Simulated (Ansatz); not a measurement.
Coupled-cluster run, C₅H₁₀O₂, SMILES `CC1CCOCO1`.

```yaml
crystal:
  periodic: [false, false, false]
  atoms:
    - {symbol: C, position_ang: [0.210668, -1.632854, -0.724294]}
    - {symbol: C, position_ang: [0.886813, -0.297255, -0.462855]}
    - {symbol: C, position_ang: [0.070822, 0.907211, -0.926598]}
    - {symbol: C, position_ang: [-1.043321, 1.204179, 0.059558]}
    - {symbol: O, position_ang: [-0.515412, 1.328174, 1.364576]}
    - {symbol: C, position_ang: [0.148025, 0.156896, 1.730060]}
    - {symbol: O, position_ang: [1.237066, -0.132750, 0.909828]}
    - {symbol: H, position_ang: [0.810252, -2.442442, -0.304434]}
    - {symbol: H, position_ang: [-0.791438, -1.692996, -0.295704]}
    - {symbol: H, position_ang: [0.119149, -1.796030, -1.800783]}
    - {symbol: H, position_ang: [1.848304, -0.296597, -0.982783]}
    - {symbol: H, position_ang: [0.727825, 1.779141, -0.980303]}
    - {symbol: H, position_ang: [-0.337398, 0.729875, -1.925737]}
    - {symbol: H, position_ang: [-1.807027, 0.411263, 0.045431]}
    - {symbol: H, position_ang: [-1.538990, 2.147884, -0.172452]}
    - {symbol: H, position_ang: [-0.569435, -0.682039, 1.732760]}
    - {symbol: H, position_ang: [0.544075, 0.308319, 2.733749]}
basis:
  gaussian: {orbitals: def2-SVP}
correlation: {method: ccsd_t}
```

```sh
$ ansatz run in.yaml --threads 2 --pin off --events-out ev --progress --plain --max-ram 32768MiB --backend cuda --devices 0, --max-vram 18GiB
```

Log, shortened:

```
Functional definition: HF
1505 factors; integrals over basis functions are off by at most 1.5e-3 eV
mean field evaluation 1: about -9373.4200 eV, gradient 3.8e1 eV
mean field evaluation 2: about -9373.4305 eV, gradient 3.8e1 eV
mean field evaluation 4: about -9377.2963 eV, gradient 4.9e0 eV
mean field evaluation 8: about -9377.3557 eV, gradient 1.3e-4 eV
mean field -9377.35570470 eV, -344.6114659476 hartree, gradient 1.4e-6 eV, S^2 0.000000; 0 other end points of the search recorded, 0 dependent functions left out
7 core orbitals not correlated: weight in the atoms' cores, before any rotation towards them, 1.000 or more for the frozen orbitals, at most 0.000 for the correlated occupied ones
reference -9377.35570470 eV, -344.6114659476 hartree; 21, 21 occupied and 120, 120 virtual orbitals, 1505 factors
second order -28.91098860 eV of doubles, -0.00000000 eV of singles
cycle   1  -29.87151031 eV  change   -9.6e-1 eV  update   1.1e-1
cycle   2  -30.59961719 eV  change   -7.3e-1 eV  update   3.1e-2
cycle   3  -30.75869808 eV  change   -1.6e-1 eV  update   1.5e-2
cycle   4  -30.75553299 eV  change    3.2e-3 eV  update   3.2e-3
cycle   5  -30.75644162 eV  change   -9.1e-4 eV  update   1.4e-3
cycle   6  -30.75704356 eV  change   -6.0e-4 eV  update   4.3e-4
cycle   7  -30.75676407 eV  change    2.8e-4 eV  update   1.7e-4
cycle   8  -30.75667706 eV  change    8.7e-5 eV  update   5.2e-5
cycle   9  -30.75668035 eV  change   -3.3e-6 eV  update   1.7e-5
perturbative correction -0.90667329 eV, -0.0333196289 hartree
Total energy: -9409.01905834 eV, -345.7750727319 hartree
```

Run time 7 s (2 threads of an AMD EPYC 7R13 on a shared host and a share of an NVIDIA H100 80 GB); peak host memory 0.78 GiB.

MP2 recovers 91.3 % of the CCSD(T) correlation energy and the triples give 2.9 %; T1 = 0.0100.
